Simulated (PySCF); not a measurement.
Isomers of C4H7P.

All values: CAM-B3LYP/def2-SVPD (PySCF) at GFN2-xTB geometries, gas phase, one conformer each. Core orbitals are frozen in the response; Δα² is half the sum of the squared differences of the principal polarisabilities.

Problem. Rank by mean static polarisability, lowest first.
A. `[CH3:1][CH2:2][P:3]1[CH:4]=[CH:5]1` with C1–C2–P3–C4 -78°
B. `[CH3:1][CH2:2][CH2:3][C:4]#[P:5]` with C1–C2–C3–C4 65°
C. `[H]/[P:5]=[C:3](\[CH:2]=[CH2:1])[CH3:4]` with C1–C2–C3–C4 0°
D. `[CH2:1]=[P:2]/[CH:3]=[CH:4]\[CH3:5]` with C1–P2–C3–C4 180°

Solution. A (10.25 Å³), B (10.76 Å³), D (11.68 Å³), C (12.23 Å³).

Problem. Rank by HOMO energy, lowest first.
A. `[CH:1]#[C:2][CH2:3][PH:4][CH3:5]` with C2–C3–P4–C5 -54°
B. `[CH3:1][CH2:2][P:3]1[CH:4]=[CH:5]1` with C1–C2–P3–C4 -78°
C. `[CH2:1]=[P:2]/[CH:3]=[CH:4]\[CH3:5]` with C1–P2–C3–C4 180°
D. `[CH3:1][CH2:2][CH2:3][C:4]#[P:5]` with C1–C2–C3–C4 65°

Solution. D (-8.61 eV), A (-8.19 eV), C (-8.00 eV), B (-7.76 eV).

All values together:

```
        SMILES  μ (D)  HOMO (eV)  LUMO (eV)  α (Å³)  Δα (Å³)
[H]/P=C(/C)C=C   1.43      -7.78      -1.01   12.23     9.47
        CCCC#P   1.54      -8.61       0.17   10.76     5.23
     C=P/C=C\C   1.27      -8.00      -0.58   11.68     8.87
        C#CCPC   0.65      -8.19       1.22   10.68     3.58
      C1=CCPC1   1.19      -8.23       1.32   10.15     2.87
      CCP1C=C1   1.44      -7.76       0.83   10.25     2.12
```

Conformers: `[H]/[P:5]=[C:3](\[CH:2]=[CH2:1])[CH3:4]` with C1–C2–C3–C4 0°; `[CH3:1][CH2:2][CH2:3][C:4]#[P:5]` with C1–C2–C3–C4 65°; `[CH2:1]=[P:2]/[CH:3]=[CH:4]\[CH3:5]` with C1–P2–C3–C4 180°; `[CH:1]#[C:2][CH2:3][PH:4][CH3:5]` with C2–C3–P4–C5 -54°; `[CH:1]1=[CH:2][CH2:3][PH:4][CH2:5]1` with C1–C2–C3–P4 -15°, C2–C3–P4–C5 19°, C3–P4–C5–C1 -19°, C2–C1–C5–P4 15°; `[CH3:1][CH2:2][P:3]1[CH:4]=[CH:5]1` with C1–C2–P3–C4 -78°.
